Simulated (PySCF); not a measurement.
Indirect couplings

Geometry (Å), atoms numbered from 1 in this order:
```xyz
4

O     0.5779   -0.0207    0.4103
O    -0.5730    0.0237   -0.4220
H     1.2958    0.0193   -0.2344
H    -1.2904   -0.0176    0.2232
```

Indirect spin–spin couplings were computed at B3LYP/pcJ-1 (PySCF 2.14) on a GFN2-xTB structure, for the isolated molecule, without vibrational or relativistic corrections. Couplings are averaged over pairs made equivalent by symmetry, fast rotation or ring inversion, so a value needn't be that of the named pair in this geometry, while other rotamers aren't included; one pair stands for each set, and the list holds those of at least 0.8 Hz over up to four bonds.

Isotopes: ¹⁷O, ¹H. Couplings to quadrupolar nuclei such as 17O and 33S are rarely resolved in practice.

| pair | bonds | J (Hz) |
| --- | --- | --- |
| O1, O2 | 1 | ? |
| O1, H3 | 1 | ? |
| O1, H4 | 2 | -15.2 |
| H3, H4 | 3 | 12.1 |

Problem. Estimate the withheld couplings, with signs.

Solution. 
- ¹J(O1,O2) = 32.6 Hz (bond length 1.421 Å)
- ¹J(O1,H3) = -55.8 Hz (bond length 0.966 Å)
